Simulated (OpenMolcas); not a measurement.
# A workflow on doublet [SO2]+

Wanted: the energy (ROHF/def2-TZVPP), then a single-point energy (CASSCF(17,12)/def2-TZVPP), then the energy (CASPT2(17,12)/def2-TZVPP), then a single-point energy, then the energy (SC-NEVPT2(17,12)/def2-TZVPP), then a single-point energy of doublet [SO2]+. 

The calculation is run with OpenMolcas 26.06.

### 1 The structure to begin with

The species is [SO2]+ (3 atoms), meant as a doublet with charge +1. SMILES of the parent species: `O=S=O`. The shape is that of a PBE0-D4/def2-TZVP optimisation. That shape belongs to the parent species and isn't relaxed for this state.

Bond lengths: O1–S2 1.431 Å, S2–O3 1.431 Å. Angles: O1–S2–O3 118.9°.

### 2 The energy at ROHF/def2-TZVPP (run 1)

Input file struct.xyz:

```xyz
3

O     -0.974420     0.645900    -0.459510
S      0.269520     0.357380     0.186790
O      0.704900    -1.003280     0.272720
```

Input file step1.inp:

```
&GATEWAY
  BasLib=$CurrDir
  Coord=struct.xyz
  Basis=def2-TZVPP
  Group=NoSym

&SEWARD

&SCF
  UHF
  Charge=1
  Spin=2
  PrOrbitals=1 1

&RASSCF
  FileOrb=$Project.UnaOrb
  Spin=2
  Nactel=1 0 0
  Inactive=15
  Ras2=1
  OutOrbitals=Canonical
  OrbListing=NoCore
```

The basis set def2-TZVPP is read from a file made from the Basis Set Exchange's data (not shown).

Launch:

```
$ export MOLCAS_MEM=1860
$ pymolcas step1.inp > step1.log
```

What it wrote, cut to the lines that bear on the results:

```text
--- Start Module: gateway ---
[...]
--- Stop Module: gateway /rc=_RC_ALL_IS_WELL_ ---
[...]
      Basis functions          104
[...]
--- Start Module: scf ---
[...]
       Convergence after  21 Iterations
[...]
::    Total SCF energy                               -546.8614924497
[...]
      Total spin, S                                     0.5377817768
[...]
--- Stop Module: scf /rc=_RC_ALL_IS_WELL_ ---
[...]
--- Start Module: rasscf ---
[...]
      Number of active orbitals                  1
[...]
      Spin quantum number                      0.5
[...]
      Active orbitals                            1
[...]
      Number of CSFs                             1
[...]
      Number of root(s) required                 1
[...]
      Convergence after 12 iterations
[...]
      printout of CI-coefficients larger than  0.05 for root  1
      energy=    -546.843760
      conf/sym  1     Coeff  Weight
             1  u   1.00000 1.00000
      Natural orbitals and occupation numbers for root  1
      sym 1:   1.000000
      ************************************************************************************************************************
      *                                                    Final results                                                     *
[...]
::    RASSCF root number  1 Total energy:   -546.84376040
[...]
      Total electronic charge=   31.000000
      Total            charge=    1.000000
[...]
      Dipole Moment (debye):
      Origin of the operator (angstrom)=    0.0673    0.0893    0.0467
                   X=  1.3065E+00               Y=  1.7320E+00               Z=  9.0542E-01           Total=  2.3508E+00
      Center of Charge (angstrom)
[...]
--- Stop Module: rasscf /rc=_RC_ALL_IS_WELL_ ---
[...]
```

It took 32 s on 1 thread of Intel Xeon Platinum 8259CL at 2.50GHz (Skylake/Cascade Lake), shared host; peak memory 0.59 GiB.

### 3 A single-point energy at CASSCF(17,12)/def2-TZVPP (run 2)

struct.xyz is that of step 2.

Input file step2.inp:

```
&gateway
 baslib=$CurrDir
 coord=struct.xyz
 basis=def2-TZVPP
 group=NoSym

&seward

&rasscf
 fileorb=$CurrDir/step1.RasOrb
 spin=2
 nactel=17 0 0
 inactive=7
 ras2=12
 orblisting=NoCore
```

The basis set def2-TZVPP is read from a file made from the Basis Set Exchange's data (not shown).

Launch:

```
$ export MOLCAS_MEM=1860
$ pymolcas step2.inp > step2.log
```

What it wrote, cut to the lines that bear on the results:

```text
--- Start Module: gateway ---
[...]
--- Stop Module: gateway /rc=_RC_ALL_IS_WELL_ ---
--- Start Module: seward ---
[...]
      Basis functions          104
--- Stop Module: seward /rc=_RC_ALL_IS_WELL_ ---
[...]
--- Start Module: rasscf ---
[...]
      Number of active orbitals                 12
[...]
      Spin quantum number                      0.5
[...]
      Active orbitals                           12
[...]
      Number of CSFs                         56628
[...]
      Number of root(s) required                 1
[...]
      Convergence after 14 iterations
[...]
      printout of CI-coefficients larger than  0.05 for root  1
      energy=    -547.028322
      conf/sym  111111111111     Coeff  Weight
             1  22222222u000  -0.93390 0.87217
             8  222222ud2u00   0.11455 0.01312
            12  222222uu2d00  -0.13032 0.01698
            17  22222202u200  -0.11013 0.01213
            77  2222222ud00u   0.06933 0.00481
            83  222222u20d0u  -0.05790 0.00335
[...]
      Natural orbitals and occupation numbers for root  1
      sym 1:   1.997869   1.998102   1.986737   1.980735   1.967874   1.967827   1.917815   1.926105   1.049261   0.117837
               0.050609   0.039229
[...]
::    RASSCF root number  1 Total energy:   -547.02832212
[...]
      Total electronic charge=   31.000000
      Total            charge=    1.000000
[...]
      Dipole Moment (debye):
      Origin of the operator (angstrom)=    0.0673    0.0893    0.0467
                   X=  8.7094E-01               Y=  1.1548E+00               Z=  6.0360E-01           Total=  1.5673E+00
      Center of Charge (angstrom)
[...]
--- Stop Module: rasscf /rc=_RC_ALL_IS_WELL_ ---
[...]
```

Run time: 71 s. Hardware: 1 thread of Intel Xeon Platinum 8259CL at 2.50GHz (Skylake/Cascade Lake), shared host; peak memory 0.59 GiB.

### 4 A single-point energy at CASPT2(17,12)/def2-TZVPP (run 3)

struct.xyz is that of step 3.

Input file step3.input:

```
* O2S CASPT2

&GATEWAY
  BASLIB=$CurrDir
  COORD=struct.xyz
  BASIS=def2-TZVPP
  GROUP=NoSym

&SEWARD

&RASSCF
  FILEORB=$CurrDir/step2.RasOrb
  SPIN=2
  NACTEL=17 0 0
  INACTIVE=7
  RAS2=12
  ORBLISTING=NoCore

&CASPT2
  IPEA=0.25
  IMAGINARY=0.1
  FROZEN=7
```

The basis set def2-TZVPP is read from a file made from the Basis Set Exchange's data (not shown).

Launch:

```
$ export MOLCAS_MEM=1860
$ pymolcas step3.input > step3.log
```

What it wrote, cut to the lines that bear on the results:

```text
--- Start Module: gateway ---
[...]
--- Stop Module: gateway /rc=_RC_ALL_IS_WELL_ ---
[...]
      Basis functions          104
[...]
--- Start Module: rasscf ---
[...]
      Number of active orbitals                 12
[...]
      Spin quantum number                      0.5
[...]
      Active orbitals                           12
[...]
      Number of CSFs                         56628
[...]
      Number of root(s) required                 1
[...]
      Convergence after  7 iterations
[...]
      printout of CI-coefficients larger than  0.05 for root  1
      energy=    -547.028322
      conf/sym  111111111111     Coeff  Weight
             1  22222222u000   0.93390 0.87218
             8  222222ud2u00  -0.11455 0.01312
            12  222222uu2d00   0.13032 0.01698
            17  22222202u200   0.11013 0.01213
            77  2222222ud00u  -0.06933 0.00481
            83  222222u20d0u   0.05790 0.00335
[...]
      Natural orbitals and occupation numbers for root  1
      sym 1:   1.997869   1.998102   1.986736   1.980738   1.967874   1.967828   1.917817   1.926112   1.049260   0.117834
               0.050605   0.039227
[...]
::    RASSCF root number  1 Total energy:   -547.02832212
[...]
      Total electronic charge=   31.000000
      Total            charge=    1.000000
[...]
      Dipole Moment (debye):
      Origin of the operator (angstrom)=    0.0673    0.0893    0.0467
                   X=  8.7094E-01               Y=  1.1548E+00               Z=  6.0360E-01           Total=  1.5673E+00
      Center of Charge (angstrom)
[...]
--- Stop Module: rasscf /rc=_RC_ALL_IS_WELL_ ---
[...]
--- Start Module: caspt2 ---
[...]
 ###    WARNING: User changed nr of frozen orbitals.                         ###
 ###############################################################################
[...]
      E2 (Variational):          -0.4710741795
      Total energy:            -547.4993962958
[...]
      Reference weight:           0.89472
[...]
::    CASPT2 Root  1     Total energy:   -547.49939630
[...]
--- Stop Module: caspt2 /rc=_RC_ALL_IS_WELL_ ---
[...]
```

It took 97 s on 1 thread of Intel Xeon Platinum 8259CL at 2.50GHz (Skylake/Cascade Lake), shared host; peak memory 0.59 GiB.

### 5 A single-point energy at CASPT2[IPEA 0](17,12)/def2-TZVPP (run 4)

struct.xyz is that of step 4.

Input file step4.input:

```
&GATEWAY
BasLib = $CurrDir
Coord = struct.xyz
Basis = def2-TZVPP
Group = NoSym
&SEWARD
&RASSCF
FileOrb = $CurrDir/step2.RasOrb
Spin = 2
Nactel = 17 0 0
Inactive = 7
Ras2 = 12
OrbListing = NoCore
&CASPT2
IPEA = 0
Imaginary = 0.1
Frozen = 7
```

The basis set def2-TZVPP is read from a file made from the Basis Set Exchange's data (not shown).

Launch:

```
$ export MOLCAS_MEM=1860
$ pymolcas step4.input > step4.log
```

What it wrote, cut to the lines that bear on the results:

```text
--- Start Module: gateway ---
[...]
--- Stop Module: gateway /rc=_RC_ALL_IS_WELL_ ---
[...]
      Basis functions          104
[...]
--- Start Module: rasscf ---
[...]
      Number of active orbitals                 12
[...]
      Spin quantum number                      0.5
[...]
      Active orbitals                           12
[...]
      Number of CSFs                         56628
[...]
      Number of root(s) required                 1
[...]
      Convergence after  7 iterations
[...]
      printout of CI-coefficients larger than  0.05 for root  1
      energy=    -547.028322
      conf/sym  111111111111     Coeff  Weight
             1  22222222u000   0.93390 0.87218
             8  222222ud2u00  -0.11455 0.01312
            12  222222uu2d00   0.13032 0.01698
            17  22222202u200   0.11013 0.01213
            77  2222222ud00u  -0.06933 0.00481
            83  222222u20d0u   0.05790 0.00335
[...]
      Natural orbitals and occupation numbers for root  1
      sym 1:   1.997869   1.998102   1.986736   1.980738   1.967874   1.967828   1.917817   1.926112   1.049260   0.117834
               0.050605   0.039227
[...]
::    RASSCF root number  1 Total energy:   -547.02832212
[...]
      Total electronic charge=   31.000000
      Total            charge=    1.000000
[...]
      Dipole Moment (debye):
      Origin of the operator (angstrom)=    0.0673    0.0893    0.0467
                   X=  8.7094E-01               Y=  1.1548E+00               Z=  6.0360E-01           Total=  1.5673E+00
      Center of Charge (angstrom)
[...]
--- Stop Module: rasscf /rc=_RC_ALL_IS_WELL_ ---
[...]
--- Start Module: caspt2 ---
[...]
 ###    WARNING: User changed nr of frozen orbitals.                         ###
 ###############################################################################
[...]
      E2 (Variational):          -0.4775649823
      Total energy:            -547.5058870986
[...]
      Reference weight:           0.89052
[...]
::    CASPT2 Root  1     Total energy:   -547.50588710
[...]
--- Stop Module: caspt2 /rc=_RC_ALL_IS_WELL_ ---
[...]
```

It took 96 s on 1 thread of Intel Xeon Platinum 8259CL at 2.50GHz (Skylake/Cascade Lake), shared host; peak memory 0.59 GiB.

### 6 The energy at SC-NEVPT2(17,12)/def2-TZVPP (run 5)

struct.xyz is that of step 5.

Input file step5.input:

```
&GATEWAY
  BASLIB=$CurrDir
  COORD=struct.xyz
  BASIS=def2-TZVPP
  GROUP=NoSym

&SEWARD

&RASSCF
  FILEORB=$CurrDir/step2.RasOrb
  SPIN=2
  NACTEL=17 0 0
  INACTIVE=7
  RAS2=12
  ORBLISTING=NoCore

&CASPT2
  SC-NEVPT2
  FROZEN=7
```

The basis set def2-TZVPP is read from a file made from the Basis Set Exchange's data (not shown).

Launch:

```
$ export MOLCAS_MEM=1860
$ pymolcas step5.input > step5.log
```

What it wrote, cut to the lines that bear on the results:

```text
--- Start Module: gateway ---
[...]
--- Stop Module: gateway /rc=_RC_ALL_IS_WELL_ ---
[...]
      Basis functions          104
[...]
--- Start Module: rasscf ---
[...]
      Number of active orbitals                 12
[...]
      Spin quantum number                      0.5
[...]
      Active orbitals                           12
[...]
      Number of CSFs                         56628
[...]
      Number of root(s) required                 1
[...]
      Convergence after  7 iterations
[...]
      printout of CI-coefficients larger than  0.05 for root  1
      energy=    -547.028322
      conf/sym  111111111111     Coeff  Weight
             1  22222222u000   0.93390 0.87218
             8  222222ud2u00  -0.11455 0.01312
            12  222222uu2d00   0.13032 0.01698
            17  22222202u200   0.11013 0.01213
            77  2222222ud00u  -0.06933 0.00481
            83  222222u20d0u   0.05790 0.00335
[...]
      Natural orbitals and occupation numbers for root  1
      sym 1:   1.997869   1.998102   1.986736   1.980738   1.967874   1.967828   1.917817   1.926112   1.049260   0.117834
               0.050605   0.039227
[...]
::    RASSCF root number  1 Total energy:   -547.02832212
[...]
      Total electronic charge=   31.000000
      Total            charge=    1.000000
[...]
      Dipole Moment (debye):
      Origin of the operator (angstrom)=    0.0673    0.0893    0.0467
                   X=  8.7094E-01               Y=  1.1548E+00               Z=  6.0360E-01           Total=  1.5673E+00
      Center of Charge (angstrom)
[...]
--- Stop Module: rasscf /rc=_RC_ALL_IS_WELL_ ---
[...]
--- Start Module: caspt2 ---
[...]
 ###    WARNING: User changed nr of frozen orbitals.                         ###
 ###############################################################################
[...]
      E2 (Variational):          -0.4415621189
[...]
      E2 (Variational):          -0.4296527894
      Total energy:            -547.4579749056
[...]
      Reference weight:           0.91396
[...]
::    SC-NEVPT2 Root  1     Total energy:   -547.45797491
[...]
--- Stop Module: caspt2 /rc=_RC_ALL_IS_WELL_ ---
[...]
```

It took 2.1 min on 1 thread of Intel Xeon Platinum 8259CL at 2.50GHz (Skylake/Cascade Lake), shared host; peak memory 0.59 GiB.

### 7 The energy at PC-NEVPT2(17,12)/def2-TZVPP (run 6)

struct.xyz is that of step 6.

Input file step6.input:

```
>>> EXPORT MOLCAS_PRINT=2

&gateway
  baslib=$CurrDir
  coord=struct.xyz
  basis=def2-TZVPP
  group=NoSym

&seward

&rasscf
  fileorb=$CurrDir/step2.RasOrb
  spin=2
  nactel=17 0 0
  inactive=7
  ras2=12
  orblisting=NoCore

&caspt2
  pc-nevpt2
  frozen=7
```

The basis set def2-TZVPP is read from a file made from the Basis Set Exchange's data (not shown).

Launch:

```
$ export MOLCAS_MEM=1860
$ pymolcas step6.input > step6.log
```

What it wrote, cut to the lines that bear on the results:

```text
--- Start Module: gateway ---
[...]
--- Stop Module: gateway /rc=_RC_ALL_IS_WELL_ ---
[...]
      Basis functions          104
[...]
--- Start Module: rasscf ---
[...]
      Number of active orbitals                 12
[...]
      Spin quantum number                      0.5
[...]
      Active orbitals                           12
[...]
      Number of CSFs                         56628
[...]
      Number of root(s) required                 1
[...]
      Convergence after  7 iterations
[...]
      printout of CI-coefficients larger than  0.05 for root  1
      energy=    -547.028322
      conf/sym  111111111111     Coeff  Weight
             1  22222222u000   0.93390 0.87218
             8  222222ud2u00  -0.11455 0.01312
            12  222222uu2d00   0.13032 0.01698
            17  22222202u200   0.11013 0.01213
            77  2222222ud00u  -0.06933 0.00481
            83  222222u20d0u   0.05790 0.00335
[...]
      Natural orbitals and occupation numbers for root  1
      sym 1:   1.997869   1.998102   1.986736   1.980738   1.967874   1.967828   1.917817   1.926112   1.049260   0.117834
               0.050605   0.039227
[...]
::    RASSCF root number  1 Total energy:   -547.02832212
[...]
      Total electronic charge=   31.000000
      Total            charge=    1.000000
[...]
      Dipole Moment (debye):
      Origin of the operator (angstrom)=    0.0673    0.0893    0.0467
                   X=  8.7094E-01               Y=  1.1548E+00               Z=  6.0360E-01           Total=  1.5673E+00
      Center of Charge (angstrom)
[...]
--- Stop Module: rasscf /rc=_RC_ALL_IS_WELL_ ---
[...]
--- Start Module: caspt2 ---
[...]
 ###    WARNING: User changed nr of frozen orbitals.                         ###
 ###############################################################################
[...]
      E2 (Variational):          -0.4415621189
[...]
      E2 (Variational):          -0.4296527894
      Total energy:            -547.4579749056
[...]
      Reference weight:           0.91396
[...]
::    PC-NEVPT2 Root  1     Total energy:   -547.46988424
[...]
--- Stop Module: caspt2 /rc=_RC_ALL_IS_WELL_ ---
[...]
```

Wall time 2 min (1 thread of Intel Xeon Platinum 8259CL at 2.50GHz (Skylake/Cascade Lake), shared host); peak memory 0.59 GiB.

### 8 Outcome

| quantity | value |
| --- | --- |
| run 1, ROHF/def2-TZVPP: total energy | -546.84376 Eh |
| run 2, CASSCF(17,12)/def2-TZVPP: total energy | -547.02832 Eh |
| run 3, CASPT2(17,12)/def2-TZVPP: total energy | -547.49940 Eh |
| run 4, CASPT2[IPEA 0](17,12)/def2-TZVPP: total energy | -547.50589 Eh |
| run 5, SC-NEVPT2(17,12)/def2-TZVPP: total energy | -547.45797 Eh |
| run 6, PC-NEVPT2(17,12)/def2-TZVPP: total energy | -547.46988 Eh |

In words: Mulliken charges (run 1, ROHF/def2-TZVPP) run from -0.15 on O1 to +1.30 on S2; they depend strongly on the basis. Mulliken charges (run 2, CASSCF(17,12)/def2-TZVPP) run from -0.06 on O1 to +1.11 on S2. Mulliken charges (run 5, SC-NEVPT2(17,12)/def2-TZVPP) of the CASSCF density run from -0.06 on O1 to +1.11 on S2.
